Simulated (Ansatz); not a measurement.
Geometry optimisation, RKS PBE0/def2-SVP in Ansatz.

input.yaml

```yaml
crystal:
  periodic: [false, false, false]
  atoms:
    - { symbol: Si, position_ang: [-0.11609, 0.077604, -0.906258] }
    - { symbol: O, position_ang: [1.155223, 0.191016, 1.647822] }
    - { symbol: H, position_ang: [0.758004, -0.618234, 1.998994] }
    - { symbol: H, position_ang: [1.779551, -0.137796, 0.958388] }
    - { symbol: H, position_ang: [-1.134989, 1.18259, -0.62929] }
    - { symbol: H, position_ang: [-1.021199, -0.97658, -0.251055] }
basis:
  gaussian: { orbitals: def2-SVP }
hamiltonian:
  xc: pbe0
relax:
  f_tol: 0.03
  max_steps: 50
```

Launched with:

```bash
$ ansatz run input.yaml --threads 1 --pin off --max-ram 2048MiB --backend cpu --events-out ev --progress --plain --runs-dir out
```

Task: Where does it end, and by what steps?

Result: The run converged. After 9 steps the energy has fallen by 0.551 eV; O2 moved furthest, 0.59 Å. Joined: Si1–O2 (2.86 → 2.07 Å).

```json
{"step": "0", "energy less start (eV)": "0.0000", "largest force component (eV/Å)": "1.243", "accepted": "yes"}
{"step": "1", "energy less start (eV)": "-0.1573", "largest force component (eV/Å)": "1.705", "accepted": "yes"}
{"step": "2", "energy less start (eV)": "-0.3235", "largest force component (eV/Å)": "1.694", "accepted": "yes"}
{"step": "3", "energy less start (eV)": "-0.4897", "largest force component (eV/Å)": "0.980", "accepted": "yes"}
{"step": "4", "energy less start (eV)": "-0.5224", "largest force component (eV/Å)": "0.373", "accepted": "yes"}
{"step": "5", "energy less start (eV)": "-0.5335", "largest force component (eV/Å)": "0.217", "accepted": "yes"}
{"step": "6", "energy less start (eV)": "-0.5490", "largest force component (eV/Å)": "0.078", "accepted": "yes"}
{"step": "7", "energy less start (eV)": "-0.5495", "largest force component (eV/Å)": "0.142", "accepted": "yes"}
{"step": "8", "energy less start (eV)": "-0.5508", "largest force component (eV/Å)": "0.037", "accepted": "yes"}
{"step": "9", "energy less start (eV)": "-0.5509", "largest force component (eV/Å)": "0.002", "accepted": "yes"}
```

```xyz
6
Properties=species:S:1:pos:R:3
Si 0.001 0.101 -0.743
O 0.971 0.165 1.085
H 0.448 -0.207 1.807
H 1.802 -0.328 1.053
H -1.008 1.097 -0.166
H -0.794 -1.110 -0.218
```

Run time: 11 s on 1 thread of Arm Neoverse V2, with other jobs on the host, peak memory 0.1 GiB.
